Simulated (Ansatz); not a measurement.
**AlSiH+ (doublet): from Hartree-Fock to the top rungs, def2-TZVPP**

The task here is to estimate one member of a computed series from the others.

The runs use Ansatz 0.2.0, Gaussian basis; def2-TZVPP, core rule «outside noble gas», up to 10 orbitals frozen.

Plan: UHF; ROHF; CCSD(T) on UHF.

2 further runs of the same task are left out: 2 set aside as unsound or not needed.

**What is computed**

The geometry is a PBE0/def2-TZVP stationary point (not a proven minimum) of the parent state, kept for this charge and spin.

3 atoms, charge 1, spin multiplicity 2.

Atoms are counted from 1 here; the program's logs count them from 0.

Bond lengths: Si1–Al2 2.647 Å, Si1–H3 1.545 Å. Angles: Al2–Si1–H3 78.2°.

Set-up of the first run:

File in.yaml:

```yaml
crystal:
  periodic: [false, false, false]
  atoms:
    - {symbol: Si, position_ang: [0.000000, -0.066010, 1.277710]}
    - {symbol: Al, position_ang: [0.000000, 0.014356, -1.367591]}
    - {symbol: H, position_ang: [0.000000, 1.455013, 1.006599]}
basis:
  gaussian: {orbitals: def2-TZVPP}
total_charge: 1
magnetization: {spin_polarized: true, initial_magnetization: 1}
hamiltonian: {xc: hf}
output: {orbitals: {seedname: orbitals}}
```

Run with:

```bash
ansatz run in.yaml --threads 1 --pin off --events-out ev --progress --plain --max-ram 4096MiB --backend cpu
```

Among the steps run: UHF; ROHF; CCSD(T) on UHF.

One of the session's tables, all rows but one given; the rest of the session is left out.

```
  method  from UCCSD(T) (kcal/mol)
    ROHF                   +105.40
     UHF                    +99.15
    UMP2                         ?
   UCCSD                     +3.50
UCCSD(T)                         0
```

Q: Estimate the row for UMP2 from the others.

**Answer.** from UCCSD(T) (kcal/mol): +25.42. In the column «from UCCSD(T) (kcal/mol)» it lies between UCCSD (+3.50) and UHF (+99.15).
